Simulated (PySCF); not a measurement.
System (SMILES): ClCCl.
Geometry (B3LYP-D3(BJ)/def2-TZVP, fixed):
```
C
H 1 1.0832
H 1 1.0832 2 111.91
Cl 1 1.7804 2 108.02 3 118.77
Cl 1 1.7804 2 108.02 3 -118.77
```

How fast the mean static polarisability converges with the basis for several methods (PySCF): deviation from each method's own reference, in %. References: HF 41.47 bohr³, the value in aug-pcseg-2; PBE 45.29 bohr³, the value in aug-pcseg-2; PBE0 43.50 bohr³, the value in aug-pcseg-2. All functions are spherical. Density fitting with generated auxiliary sets. In sets without p functions on hydrogen, species with hydrogen take exact integrals. No added dispersion term, no relativity. 

| basis | functions | HF | PBE | PBE0 |
|---|---|---|---|---|
| 3-21G | 39 | -39.3 | -43.5 | -42.2 |
| def2-SV(P) | 54 | -34.9 | -37.8 | -36.5 |
| pcseg-1 | 60 | -27.7 | -30.7 | -29.4 |
| 6-311G** | 82 | -29.9 | -31.4 | -30.7 |
| Sadlej pVTZ | 106 | -0.1 | 0.0 | 0.0 |
| pcseg-2 | 126 | -20.5 | -22.2 | -21.3 |
| def2-TZVPD | 147 | 0.1 | -0.1 | 0.1 |
| jun-cc-pV(T+d)Z | 163 | -0.3 | -0.6 | -0.3 |
| 6-311++G(3df,3pd) | 169 | -2.2 | -2.9 | -2.4 |
| aug-pcseg-2 | 192 | 0.0 | 0.0 | 0.0 |
| cc-pV(Q+d)Z | 243 | -7.9 | -10.0 | -8.7 |
| def2-QZVP | 257 | -6.5 | -8.1 | -7.1 |

Mean absolute deviation over 6-311G**, Sadlej pVTZ, pcseg-2, def2-TZVPD, jun-cc-pV(T+d)Z, 6-311++G(3df,3pd): HF 8.8, PBE0 9.1, PBE 9.5 %.
